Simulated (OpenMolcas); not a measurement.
**Run times for CH6B− ([BMeH3]-)**

CH6B− has 8 atoms, charge -1, and is taken as a singlet. SMILES: `[H][B-]([H])([H])C`. The coordinates come from a GFN2-xTB relaxation.

```xyz
8

B    -0.0021    0.0030   -0.8203
C     0.0022   -0.0029    0.8288
H    -1.0102    0.0419    1.2453
H     0.5502    0.8499    1.2449
H     0.4697   -0.9054    1.2389
H     1.1515   -0.0352   -1.2491
H    -0.5462    1.0242   -1.2403
H    -0.6150   -0.9757   -1.2483
```

Program: OpenMolcas 26.06. Hardware: 1 thread of Arm Neoverse V1, shared host, so times are rough. Two-electron integrals are exact unless an approximation is named.

Question: Estimate their order by wall time, quickest first.
A. gradient at B3LYP/6-31G* (spherical functions), grid UltraFine
B. gradient at PBE/def2-TZVP, grid UltraFine
C. gradient at HF/STO-3G

Answer: C (1.8 s), A (17 s), B (47 s).
